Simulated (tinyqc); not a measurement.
Inside a calculation. Method: FCI on RHF in the sto-6g basis, for OH-, spin multiplicity 1. The basis has no diffuse functions, so it cannot describe the extra electron: this is an exercise in the method, not the real anion. One step of it, computed by the program tinyqc.

Question. FCI: roots. Diagonalise (each vector has its largest component positive (the first on a tie)); all determinants have Ms = 0, so triplets appear too. The lowest singlet root is the correlation energy.

Occupation strings over the orbitals (2 doubly, a alpha, b beta, 0 empty; spin orbitals ordered 1a 1b 2a 2b ...): 222220 22a22b 2a222b a2222b 22b22a 2b222a b2222a 222202 222022 220222 2ab222 a2b222 2ba222 202222 ab2222 b2a222 ba2222 022222

H - E(HF) between determinants (hartree):
```
           222220     22a22b     2a222b     a2222b     22b22a     2b222a     b2222a     222202
222220   0.000000   0.000000   0.000000   0.000000   0.000000   0.000000   0.000000   0.038709
22a22b   0.000000   0.678259   0.007623  -0.026404  -0.157037  -0.044039   0.010148   0.006648
2a222b   0.000000   0.007623   1.261913   0.028426  -0.044039  -0.109659  -0.017917   0.043273
a2222b   0.000000  -0.026404   0.028426  19.960670   0.010148  -0.017917  -0.032574   0.011005
22b22a   0.000000  -0.157037  -0.044039   0.010148   0.678259   0.007623  -0.026404  -0.006648
2b222a   0.000000  -0.044039  -0.109659  -0.017917   0.007623   1.261913   0.028426  -0.043273
b2222a   0.000000   0.010148  -0.017917  -0.032574  -0.026404   0.028426  19.960670  -0.011005
222202   0.038709   0.006648   0.043273   0.011005  -0.006648  -0.043273  -0.011005   1.007075
222022   0.038709   0.006648   0.043273   0.011005  -0.006648  -0.043273  -0.011005   0.047461
220222   0.157037   0.030750  -0.118873  -0.004570  -0.030750   0.118873   0.004570   0.048109
2ab222  -0.044039   0.118873  -0.058375   0.003774  -0.075082   0.016570   0.017827   0.053693
a2b222   0.010148   0.004570   0.003774  -0.230112  -0.024733   0.023651   0.001604   0.014538
2ba222   0.044039  -0.075082   0.016570   0.017827   0.118873  -0.058375   0.003774  -0.053693
202222   0.109659   0.016570   0.024667  -0.005290  -0.016570  -0.024667   0.005290   0.145980
ab2222  -0.017917  -0.017827   0.005290  -0.149856   0.023651  -0.009406   0.027920  -0.032627
b2a222  -0.010148  -0.024733   0.023651   0.001604   0.004570   0.003774  -0.230112  -0.014538
ba2222   0.017917   0.023651  -0.009406   0.027920  -0.017827   0.005290  -0.149856   0.032627
022222   0.032574   0.001604   0.027920  -0.186176  -0.001604  -0.027920   0.186176   0.026726

           222022     220222     2ab222     a2b222     2ba222     202222     ab2222     b2a222
222220   0.038709   0.157037  -0.044039   0.010148   0.044039   0.109659  -0.017917  -0.010148
22a22b   0.006648   0.030750   0.118873   0.004570  -0.075082   0.016570  -0.017827  -0.024733
2a222b   0.043273  -0.118873  -0.058375   0.003774   0.016570   0.024667   0.005290   0.023651
a2222b   0.011005  -0.004570   0.003774  -0.230112   0.017827  -0.005290  -0.149856   0.001604
22b22a  -0.006648  -0.030750  -0.075082  -0.024733   0.118873  -0.016570   0.023651   0.004570
2b222a  -0.043273   0.118873   0.016570   0.023651  -0.058375  -0.024667  -0.009406   0.003774
b2222a  -0.011005   0.004570   0.017827   0.001604   0.003774   0.005290   0.027920  -0.230112
222202   0.047461   0.048109   0.053693   0.014538  -0.053693   0.145980  -0.032627  -0.014538
222022   1.007075   0.048109   0.053693   0.014538  -0.053693   0.145980  -0.032627  -0.014538
220222   0.048109   1.457729   0.061561   0.045791  -0.061561   0.150158  -0.010613  -0.045791
2ab222   0.053693   0.061561   1.978239   0.029599  -0.150158   0.049041   0.009682  -0.010613
a2b222   0.014538   0.045791   0.029599  20.615530  -0.010613  -0.009682  -0.224414  -0.024337
2ba222  -0.053693  -0.061561  -0.150158  -0.010613   1.978239  -0.049041   0.029149   0.029599
202222   0.145980   0.150158   0.049041  -0.009682  -0.049041   2.604427  -0.023336   0.009682
ab2222  -0.032627  -0.010613   0.009682  -0.224414   0.029149  -0.023336  21.330630   0.029518
b2a222  -0.014538  -0.045791  -0.010613  -0.024337   0.029599   0.009682   0.029518  20.615530
ba2222   0.032627   0.010613   0.029149   0.029518   0.009682   0.023336  -0.063343  -0.224414
022222   0.026726   0.024337   0.029518  -0.167531  -0.029518   0.063343   0.394485   0.167531

           ba2222     022222
222220   0.017917   0.032574
22a22b   0.023651   0.001604
2a222b  -0.009406   0.027920
a2222b   0.027920  -0.186176
22b22a  -0.017827  -0.001604
2b222a   0.005290  -0.027920
b2222a  -0.149856   0.186176
222202   0.032627   0.026726
222022   0.032627   0.026726
220222   0.010613   0.024337
2ab222   0.029149   0.029518
a2b222   0.029518  -0.167531
2ba222   0.009682  -0.029518
202222   0.023336   0.063343
ab2222  -0.063343   0.394485
b2a222  -0.224414   0.167531
ba2222  21.330630  -0.394485
022222  -0.394485  43.509076
```

Give: lowest roots of this matrix, relative to E(HF); lowest vectors; <S^2> of these roots; weight of the ground state by excitation level 0, 1, 2, ....

Answer.

lowest roots of this matrix, relative to E(HF) (hartree): -0.024  0.518  0.794  0.960  0.987  1.151  1.278  1.572

lowest vectors:
```
        root 1  root 2  root 3  root 4
222220   0.993   0.000   0.000   0.000
22a22b  -0.001   0.706   0.686   0.000
2a222b  -0.005   0.039  -0.103   0.000
a2222b   0.000   0.001   0.001   0.000
22b22a   0.001   0.706  -0.686   0.000
2b222a   0.005   0.039   0.103   0.000
b2222a   0.000   0.001  -0.001   0.000
222202  -0.029   0.000   0.064   0.707
222022  -0.029   0.000   0.064  -0.707
220222  -0.103   0.000  -0.088   0.000
2ab222   0.025  -0.022  -0.106   0.000
a2b222   0.000   0.001  -0.001   0.000
2ba222  -0.025  -0.022   0.106   0.000
202222  -0.033   0.000  -0.007   0.000
ab2222   0.001   0.000   0.002   0.000
b2a222   0.000   0.001   0.001   0.000
ba2222  -0.001   0.000  -0.002   0.000
022222  -0.001   0.000   0.000   0.000
```

<S^2> of these roots: 0.000  2.000  0.000  0.000  0.000  2.000  0.000  0.000

weight of the ground state by excitation level 0, 1, 2, ...: 0.985  0.000  0.015
